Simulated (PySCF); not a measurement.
**What binds AlN⁻: the parts of the energy along the bond**

State: ²Π, doublet, unpaired electrons π ↑. ROHF-based CCSD(T) in PySCF 2.14 with Al aug-cc-pV(D+d)Z, N aug-cc-pVDZ and Al aug-cc-pV(T+d)Z, N aug-cc-pVTZ (frozen core orbitals: 6; no relativity). Correlation energies are extrapolated as n⁻³ (n = 2, 3), Hartree–Fock as (n+1)·exp(−9√n). CV is the change on freezing 1 orbitals instead, in Al cc-pwCVTZ, N cc-pwCVTZ. SR is the spin-free X2C energy in Al cc-pVTZ-DK, N cc-pVTZ-DK less the non-relativistic one in Al cc-pVTZ, N cc-pVTZ. All energies in eV from Al⁻ + N.

```json
{"R (Å)": "1.5799", "HF/CBS": "-0.594", "CCSD corr.": "-2.384", "(T)": "-0.2463", "CV": "-0.0608", "SR": "0.0037", "total": "-3.281"}
{"R (Å)": "1.6517", "HF/CBS": "-0.962", "CCSD corr.": "-2.438", "(T)": "-0.2641", "CV": "-0.0425", "SR": "0.0058", "total": "-3.701"}
{"R (Å)": "1.7236", "HF/CBS": "-1.098", "CCSD corr.": "-2.497", "(T)": "-0.2841", "CV": "-0.0284", "SR": "0.0071", "total": "-3.900"}
{"R (Å)": "1.7954", "HF/CBS": "-1.067", "CCSD corr.": "-2.560", "(T)": "-0.3060", "CV": "-0.0175", "SR": "0.0078", "total": "-3.943"}
{"R (Å)": "1.8672", "HF/CBS": "-0.921", "CCSD corr.": "-2.627", "(T)": "-0.3298", "CV": "-0.0092", "SR": "0.0081", "total": "-3.879"}
{"R (Å)": "1.9569", "HF/CBS": "-0.631", "CCSD corr.": "-2.713", "(T)": "-0.3622", "CV": "-0.0017", "SR": "0.0079", "total": "-3.700"}
{"R (Å)": "2.0467", "HF/CBS": "-0.267", "CCSD corr.": "-2.801", "(T)": "-0.3975", "CV": "0.0034", "SR": "0.0075", "total": "-3.455"}
```

A fit to the total gives Re = 1.7841 Å, De = 3.945 eV, ωe = 804.9 cm⁻¹, Be = 0.5745 cm⁻¹ (masses 26.9815 and 14.0031 u).

**Question.** At R = 1.7954 Å the CCSD correlation energy is -0.237278 hartree in the smaller basis and -0.273364 in the larger. Extrapolate it.

**Answer.** (3³·E3 − 2³·E2)/(3³ − 2³) = -0.28856 hartree; the larger basis holds 94.7 % of it.

The T1 diagnostic is 0.038, large enough to doubt a single reference. The state was picked by a PBE0 search and need not be the measured ground state. Spin–orbit coupling, excitations beyond (T) and corrections to the Born–Oppenheimer picture are left out.
